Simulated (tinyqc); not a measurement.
Stretching all distances: RHF, UHF, MP2, CISD and CCSD against full CI in the sto-3g basis, for HF, spin multiplicity 1. Computed by the program tinyqc with PySCF. All coordinates are multiplied by the scale. c0^2 is the weight of the RHF determinant in the lowest singlet FCI state (UHF is spin-contaminated and may lie near states of higher spin) and n(LUMO) the first natural occupation beyond the occupied space.

Geometry (angstrom):
```
atom,x,y,z
F,0.0000,0.0000,0.0000
H,0.0000,0.0000,0.8850
```

Full CI energy (hartree) and errors against it (kcal/mol):
```
scale,distance 1-2 (angstrom),E(FCI),RHF,UHF,MP2,CISD,CCSD,<S^2> UHF,c0^2,n(LUMO)
0.8500,0.7522,-98.505897,9.7305,9.7305,2.7192,0.0000,0.0000,0.0000,0.9933,0.0133
1.0000,0.8850,-98.588943,14.7462,14.7462,4.7131,0.0000,0.0000,0.0000,0.9870,0.0256
1.1400,1.0089,-98.603117,21.0884,21.0884,7.4744,0.0000,0.0000,0.0000,0.9771,0.0451
1.2900,1.1417,-98.588756,29.9739,29.9739,11.6125,0.0000,0.0000,0.0000,0.9600,0.0788
1.4400,1.2744,-98.563415,41.2017,37.9382,17.0623,0.0000,0.0000,0.2707,0.9343,0.1294
1.5800,1.3983,-98.538333,53.8243,35.1826,23.2648,0.0000,0.0000,0.5640,0.9017,0.1941
1.7300,1.5311,-98.514044,69.4856,27.6332,30.8225,0.0000,0.0000,0.7466,0.8578,0.2815
1.8700,1.6549,-98.495500,85.6669,20.1377,38.1995,0.0000,0.0000,0.8471,0.8106,0.3756
2.0200,1.7877,-98.480578,103.8613,13.4100,45.5818,0.0000,0.0000,0.9114,0.7577,0.4811
```

What does the comparison show, and why?

UHF parts from RHF first at scale 1.44 of those listed, where <S^2> leaves zero. The weight c0^2 goes from 0.99 to 0.76 and n(LUMO) from 0.01 to 0.48: static correlation grows as the bonds break into open-shell fragments. The spread of the error along the curve, which distorts its shape, is CISD 0.0, CCSD 0.0, UHF 28.2, MP2 42.9, RHF 94.1 kcal/mol. With one virtual orbital CISD and CCSD are exact.
